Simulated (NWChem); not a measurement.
## Correlation energy of sulfur dioxide (O2S)

```xyz
3

O      1.2504     0.0000    -0.3713
S      0.0000     0.0000     0.3713
O     -1.2504     0.0000    -0.3713
```
Charge 0, spin multiplicity 1.

Everything below was run with NWChem. Structure: optimised with PBE0/def2-SVP, a minimum by its harmonic frequencies.

Basis set: def2-TZVP. Each correlation energy counts from its own Hartree-Fock reference.

The correlated methods keep 7 core orbitals frozen. Coupled-cluster values serve here as a point of comparison, not as the truth.

```json
[
 {"method": "CR-CCSD(T)", "correlation energy (mHa)": "-676.1"},
 {"method": "CCSD", "correlation energy (mHa)": "-650.5"},
 {"method": "SCS-MP2", "correlation energy (mHa)": "___"},
 {"method": "CCSD(T)", "correlation energy (mHa)": "___"},
 {"method": "CCSD+T(CCSD)", "correlation energy (mHa)": "-687.8"},
 {"method": "MP2", "correlation energy (mHa)": "___"},
 {"method": "CR-CCSD[T]", "correlation energy (mHa)": "-678.2"}
]
```

**Question.** Fill in the missing entries.

**Answer.** 
- SCS-MP2, correlation energy (mHa): -637.2
- CCSD(T), correlation energy (mHa): -684.9
- MP2, correlation energy (mHa): -658.2
